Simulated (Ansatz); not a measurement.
## Molecular dynamics of C$_{3}$H$_{4}$ClFO

input.yaml

```yaml
crystal:
  periodic: [false, false, false]
  atoms:
    - { symbol: O, position_ang: [-0.79468, -1.791787, 0.58744] }
    - { symbol: C, position_ang: [0.161065, -0.710916, 0.780126] }
    - { symbol: C, position_ang: [0.259006, 0.237115, -0.443755] }
    - { symbol: F, position_ang: [0.81731, -0.321453, -1.553194] }
    - { symbol: C, position_ang: [-0.201903, 1.502669, -0.422312] }
    - { symbol: Cl, position_ang: [-0.100403, 2.568165, -1.848172] }
    - { symbol: H, position_ang: [-0.39131, -2.280219, -0.213954] }
    - { symbol: H, position_ang: [-0.189378, -0.125572, 1.649462] }
    - { symbol: H, position_ang: [1.183917, -1.089015, 1.008062] }
    - { symbol: H, position_ang: [-0.660424, 1.959913, 0.459297] }
basis:
  gaussian: { orbitals: STO-3G }
hamiltonian:
  xc: pbe0
  dispersion: d4
md:
  timestep: 1.0
  n_steps: 326
  ensemble: nvt_langevin
  temperature: 50.0
  initial_velocities: maxwell_boltzmann
  seed: 998450
  friction: 0.01
scf:
  lower_state_search: "off"
```

Launched with:

```bash
$ ansatz run input.yaml --threads 1 --pin off --max-ram 2048MiB --backend cpu --events-out ev --progress --plain --runs-dir out
```

It starts from a relaxed structure.

Output, in part (step lines, the closing report, with atoms numbered from 0):

```
md step     0: t =     0.00 fs  T =    45.0 K  F+E_penalty+E_count = -20207.64310423 eV  E_kin = 0.058167 eV  (13 SCF iters)
md step     1: t =     1.00 fs  T =    40.9 K  F+E_penalty+E_count = -20207.63634671 eV  E_kin = 0.052846 eV  (20 SCF iters)
md step     2: t =     2.00 fs  T =    31.5 K  F+E_penalty+E_count = -20207.62475523 eV  E_kin = 0.040718 eV  (21 SCF iters)
md step     3: t =     3.00 fs  T =    26.1 K  F+E_penalty+E_count = -20207.62151202 eV  E_kin = 0.033689 eV  (14 SCF iters)
md step     4: t =     4.00 fs  T =    29.2 K  F+E_penalty+E_count = -20207.62405340 eV  E_kin = 0.037697 eV  (21 SCF iters)
md step     5: t =     5.00 fs  T =    27.5 K  F+E_penalty+E_count = -20207.61934172 eV  E_kin = 0.035575 eV  (21 SCF iters)
md step     6: t =     6.00 fs  T =    20.9 K  F+E_penalty+E_count = -20207.60725004 eV  E_kin = 0.027049 eV  (21 SCF iters)
md step     7: t =     7.00 fs  T =    17.1 K  F+E_penalty+E_count = -20207.60029928 eV  E_kin = 0.022155 eV  (14 SCF iters)
[... lines left out ...]
md step   323: t =   323.00 fs  T =    50.2 K  F+E_penalty+E_count = -20207.59505298 eV  E_kin = 0.064840 eV  (21 SCF iters)
md step   324: t =   324.00 fs  T =    53.1 K  F+E_penalty+E_count = -20207.60308897 eV  E_kin = 0.068635 eV  (20 SCF iters)
md step   325: t =   325.00 fs  T =    58.4 K  F+E_penalty+E_count = -20207.60510864 eV  E_kin = 0.075426 eV  (20 SCF iters)
md step   326: t =   326.00 fs  T =    58.2 K  F+E_penalty+E_count = -20207.60081265 eV  E_kin = 0.075167 eV  (20 SCF iters)
Total energy: -20207.60082900 eV, -742.6156332618 hartree
Atom 0 at    -0.873918    -1.668142     0.607574 Å, force     0.358371     0.384784    -0.125220 eV/Å
Atom 1 at     0.226857    -0.698244     0.630239 Å, force    -0.089660    -0.019519    -0.147395 eV/Å
Atom 2 at     0.244627     0.281885    -0.593671 Å, force    -0.167825     0.487935     0.709261 eV/Å
Atom 3 at     0.631278    -0.281102    -1.755858 Å, force     0.132465    -0.321068    -0.599487 eV/Å
Atom 4 at    -0.054526     1.595666    -0.478472 Å, force     0.106316    -0.297935    -0.179709 eV/Å
Atom 5 at     0.024341     2.776687    -1.818597 Å, force     0.004717    -0.278136     0.053194 eV/Å
Atom 6 at    -0.717375    -2.117781    -0.297992 Å, force    -0.029897    -0.038218     0.064548 eV/Å
Atom 7 at     0.109457    -0.105093     1.569882 Å, force     0.179533    -0.289498    -0.411842 eV/Å
Atom 8 at     1.228892    -1.209446     0.615708 Å, force    -0.355042     0.192161     0.258841 eV/Å
Atom 9 at    -0.351652     2.033682     0.467543 Å, force    -0.138978     0.179495     0.377811 eV/Å
Dipole moment:     0.159068    -0.353801     0.214019 e Å
```

The steps, from the saved trajectory:

```
time (fs)  T (K)  potential energy less start (eV)
      0.0     45                             0.000
     10.0     19                             0.039
     20.0     31                             0.022
     30.0     26                             0.040
     40.0     26                             0.035
     50.0     20                             0.029
     60.0     21                             0.022
     70.0     26                             0.021
     80.0     26                             0.021
     90.0     19                             0.027
    100.0     19                             0.029
    110.0     23                             0.030
    120.0     37                             0.015
    130.0     37                             0.021
    140.0     38                             0.029
    150.0     46                             0.025
    160.0     36                             0.046
    170.0     35                             0.038
    180.0     34                             0.049
    190.0     44                             0.052
    200.0     46                             0.061
    210.0     60                             0.055
    220.0     38                             0.070
    230.0     52                             0.064
    240.0     42                             0.071
    250.0     54                             0.052
    260.0     82                             0.042
    270.0     63                             0.056
    280.0     52                             0.051
    290.0     40                             0.048
    300.0     46                             0.044
    310.0     52                             0.037
    320.0     30                             0.063
```

The run went to its last step. A run of 0.33 ps of so small a system gives no equilibrium averages. Limits of this set-up: minimal basis.

The same pairs are bonded in the first frame and the last. Pairs count as bonded within 1.25 times the sum of covalent radii (0.12 Å more for H–H).

Last frame:

```xyz
10
Properties=species:S:1:pos:R:3
O -0.874 -1.668 0.608
C 0.227 -0.698 0.630
C 0.245 0.282 -0.594
F 0.631 -0.281 -1.756
C -0.054 1.596 -0.478
Cl 0.024 2.777 -1.819
H -0.717 -2.118 -0.298
H 0.110 -0.105 1.570
H 1.229 -1.209 0.616
H -0.352 2.034 0.468
```

Time of the run: 8.5 min on 1 thread of Arm Neoverse V2, with other jobs on the host, peak memory 0.09 GiB.
